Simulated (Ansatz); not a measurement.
Results of PBE in Ansatz (PAW) for rock-salt TiC.

Settings: plane-wave cutoff 520 eV, 22×22×22 k mesh, Fermi–Dirac smearing 0.05 eV, no spin polarisation, scalar-relativistic PAW data made under PBE.

Pressure at four volumes; x = ln(V/10.167 Å³). One pressure is withheld.

```csv
V (Å³/atom),x,P (GPa)
9.557,-0.0619,17.56
10.167,0.0000,0.00
10.573,0.0392,-9.08
10.777,0.0583,?
```

Task: Pass a parabola P(x) through the three rows shown, estimate the bulk modulus and its pressure derivative near zero pressure, and predict the withheld pressure.

Result: Slopes between the rows: (0.00 − (17.56))/(0.0000 − (-0.0619)) = -283.68 and (-9.08 − (0.00))/(0.0392 − (0.0000)) = -231.63 GPa. Their difference over the span 0.1011 is c = 52.05/0.1011 = 514.8 GPa, so P(x) = 17.56 + (-283.68)(x − (-0.0619)) + 514.8 (x − (-0.0619))(x − (0.0000)). At the middle row B = −dP/dx = −[-283.68 + 514.8 × 0.0619] = 251.8 GPa, and B′ = dB/dP = 2c/B = 4.1. At x = 0.0583 the parabola gives -12.93 GPa; the run gives -12.98 GPa. The Birch–Murnaghan fit to the energies at all volumes has B0 = 251 GPa and B′ = 4.0.

Measured, for comparison: bulk modulus 240 GPa (temperature not stated, not corrected to a static lattice, sources range from 235 to 268; as tabulated in Krasnenko and Brik (2013), arXiv:1306.3139). Computed less measured: bulk modulus +4.6 % (inside the range of the sources held). A static lattice is as a rule a little smaller and stiffer than an uncorrected measurement, which can account for part of this in the bulk modulus.

Ansatz is a first-principles code.
